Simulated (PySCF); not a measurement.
Species: 2-methoxypropene, C₄H₈O.
InChI=1S/C4H8O/c1-4(2)5-3/h1H2,2-3H3

Torsions of this conformer, `[CH2:1]=[C:2]([CH3:3])[O:4][CH3:5]`: C1–C2–O4–C5 0°.

The closed-shell ground state was solved at several levels (PySCF, density fitting, gas phase, non-relativistic). One conformer (not necessarily the lowest) at the PBE0-D3(BJ)/def2-SVP geometry, without solvent, vibrations or thermal averaging.

```json
{"level": "CAM-B3LYP/def2-SVPD", "basis functions": "167", "HOMO (eV)": "-7.89", "LUMO (eV)": "1.39", "gap (eV)": "9.28", "dipole (D)": "0.56"}
{"level": "PBE0/pcSseg-2", "basis functions": "292", "HOMO (eV)": "-6.53", "LUMO (eV)": "0.74", "gap (eV)": "7.27", "dipole (D)": "0.52"}
{"level": "B3LYP/pcJ-1", "basis functions": "215", "HOMO (eV)": "-6.26", "LUMO (eV)": "0.83", "gap (eV)": "7.09", "dipole (D)": "0.62"}
```

What might PBE0/pcSseg-1 (125 basis functions) give for the same quantities?

HOMO -6.48 eV, LUMO 1.08 eV, gap 7.56 eV, dipole 0.61 D.

Over all these levels, which gives the widest orbital gap and which the narrowest?

CAM-B3LYP/def2-SVPD (range-separated hybrid) has the widest, 9.28 eV, and B3LYP/pcJ-1 (global hybrid, 20 % exact exchange) the narrowest, 7.09 eV. Functional and basis both differ between the two, so the spread mixes both effects.

How far do the dipole and the HOMO energy spread over the levels?

The dipole runs from 0.52 to 0.62 D (mean 0.58 D) and the HOMO from -7.89 to -6.26 eV.
